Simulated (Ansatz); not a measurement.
The input, for Ansatz 0.2.0:

```yaml
crystal:
  periodic: [false, false, false]
  atoms:
    - {symbol: H, position_ang: [0.000000, 0.000000, -1.113000]}
    - {symbol: H, position_ang: [0.000000, 0.000000, -0.010000]}
    - {symbol: O, position_ang: [0.000000, 0.000000, 1.123000]}
basis:
  gaussian: {orbitals: cc-pVTZ}
magnetization: {spin_polarized: false, initial_magnetization: 2}
correlation: {method: fic_mrcisd_q, electrons: outside_noble_gas, active_space: {window: {electrons: 8, orbitals: 6}, shells: [{species: H, l: s, shell: 1}, {species: O, l: s, shell: 2}, {species: O, l: p, shell: 2}]}}
```

```sh
$ ansatz run in.yaml --threads 1 --pin off --events-out ev --progress --plain --max-ram 2393MiB
```

Output:

```
654 factors; integrals over basis functions are off by at most 2.6e-7 eV
mean field evaluation 1: about -2063.9801 eV, gradient 1.2e1 eV
mean field evaluation 2: about -2063.9842 eV, gradient 1.2e1 eV
mean field evaluation 4: about -2064.6411 eV, gradient 2.9e0 eV
mean field evaluation 8: about -2064.7131 eV, gradient 1.4e-1 eV
mean field evaluation 16: about -2063.0982 eV, gradient 1.0e-1 eV
mean field evaluation 32: about -2063.1467 eV, gradient 1.1e0 eV
mean field -2064.71335137 eV, -75.8768161500 hartree, gradient 5.1e-6 eV, S^2 2.000000; 6 other end points of the search recorded, 0 dependent functions left out
reference -2064.71335137 eV, -75.8768161500 hartree; 6, 4 occupied and 52, 54 virtual orbitals, 654 factors
state -2065.75137827 eV, -75.9149629350 hartree
contracted CI cycle   1: correlation 0.00000000 eV, 0.0000000000 hartree, residual 2.95e1 eV
contracted CI cycle   2: correlation -5.17013354 eV, -0.1899989032 hartree, residual 4.65e0 eV
contracted CI cycle   3: correlation -5.33561466 eV, -0.1960802223 hartree, residual 1.05e0 eV
contracted CI cycle   4: correlation -5.34520107 eV, -0.1964325162 hartree, residual 2.69e-1 eV
contracted CI cycle   5: correlation -5.34580235 eV, -0.1964546127 hartree, residual 6.22e-2 eV
contracted CI cycle   6: correlation -5.34583382 eV, -0.1964557693 hartree, residual 1.44e-2 eV
contracted CI cycle   7: correlation -5.34583549 eV, -0.1964558305 hartree, residual 3.55e-3 eV
contracted CI cycle   8: correlation -5.34583558 eV, -0.1964558341 hartree, residual 8.01e-4 eV
state -2065.75137827 eV, -75.9149629350 hartree; corrected -2071.35362399 eV, -76.1208416676 hartree
Total energy: -2071.35362399 eV, -76.1208416676 hartree
Checks for a lower state left out: starts, orbital_swaps
```

For the same geometry and basis UCCSDT(Q) lies 67.1 meV lower.

Ran on 1 thread of Arm Neoverse V2, shared host: 1.2 s wall, 0.16 GiB peak host memory.
